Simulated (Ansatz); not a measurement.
C₃H₃FOS, SMILES `C#CC(O)(F)S`, 9 atoms. Total charge 0; spin multiplicity 1. All runs use 4 threads of an AMD EPYC 7B13 on a shared host. Correlated methods freeze the cores.

Give the basis size and wall time and peak host memory of each of these runs in Ansatz. RKS B2PLYP (frozen core)/def2-TZVPP energy; RKS PBE0-D4/def2-TZVP relaxation (9 steps); RHF-MP2/def2-QZVPP energy; direct RPA on PBE orbitals/def2-TZVPP energy; RKS ωB97M-V/def2-SVP energy; RHF-CCSD(T)/def2-SVP energy; RKS B3LYP-D4/def2-TZVPP energy and forces; RKS PBE0-D4/def2-SVP energy; RKS PBE0-D4/def2-QZVPP energy; RKS PBE-QIDH (frozen core)/def2-TZVPP energy; RHF-CCSD(T)/def2-TZVPP energy; RKS ωB97M-V/def2-QZVPP energy. (Estimate.)

Computed: Other jobs shared the machine, so times are rough.

```json
{"level": "RKS PBE0-D4/def2-SVP", "job": "energy", "functions": "103", "wall time": "0.9 s", "peak host memory (GiB)": "0.45"}
{"level": "RKS ωB97M-V/def2-SVP", "job": "energy", "functions": "103", "wall time": "2.9 s", "peak host memory (GiB)": "0.45"}
{"level": "RKS B3LYP-D4/def2-TZVPP", "job": "energy and forces", "functions": "239", "wall time": "3.4 s", "peak host memory (GiB)": "0.67"}
{"level": "direct RPA on PBE orbitals/def2-TZVPP", "job": "energy", "functions": "239", "wall time": "3.9 s", "peak host memory (GiB)": "0.56"}
{"level": "RKS PBE-QIDH (frozen core)/def2-TZVPP", "job": "energy", "functions": "239", "wall time": "4.3 s", "peak host memory (GiB)": "0.63"}
{"level": "RHF-CCSD(T)/def2-SVP", "job": "energy", "functions": "103", "wall time": "4.3 s", "peak host memory (GiB)": "0.49"}
{"level": "RKS B2PLYP (frozen core)/def2-TZVPP", "job": "energy", "functions": "239", "wall time": "4.4 s", "peak host memory (GiB)": "0.63"}
{"level": "RKS PBE0-D4/def2-QZVPP", "job": "energy", "functions": "445", "wall time": "6 s", "peak host memory (GiB)": "1.5"}
{"level": "RKS ωB97M-V/def2-QZVPP", "job": "energy", "functions": "445", "wall time": "13 s", "peak host memory (GiB)": "1.8"}
{"level": "RHF-MP2/def2-QZVPP", "job": "energy", "functions": "445", "wall time": "15 s", "peak host memory (GiB)": "2.5"}
{"level": "RKS PBE0-D4/def2-TZVP", "job": "relaxation (9 steps)", "functions": "210", "wall time": "27 s", "peak host memory (GiB)": "0.58"}
{"level": "RHF-CCSD(T)/def2-TZVPP", "job": "energy", "functions": "239", "wall time": "110 s", "peak host memory (GiB)": "4.8"}
```

B3LYP here is the variant with VWN-RPA as its local correlation; programs differ in this.
